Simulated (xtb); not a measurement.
SiH4, SMILES [SiH4]. All values are semi-empirical tight-binding results from xtb (GFN2-xTB unless named), good for trends rather than for accurate numbers. Coordinates come from a GFN2-xTB optimisation. The isomer is the one that the SMILES or the coordinates give; other isomers of the formula were not compared.

The point group as xtb finds it is Td. The orbital gap comes out as 6.71 eV. The dipole moment is 0.00 D and the zero-point energy is 18.8 kcal/mol. The G − E(el) at 298.15 K (modified RRHO) is 6.7 kcal/mol and the static polarisability (D4 model) is 34.2 bohr³. The solvation energy, GFN2-xTB/ALPB(water) is 1.3 kcal/mol and the solvation energy, GFN2-xTB/ALPB(benzene) comes out as 1.0 kcal/mol.
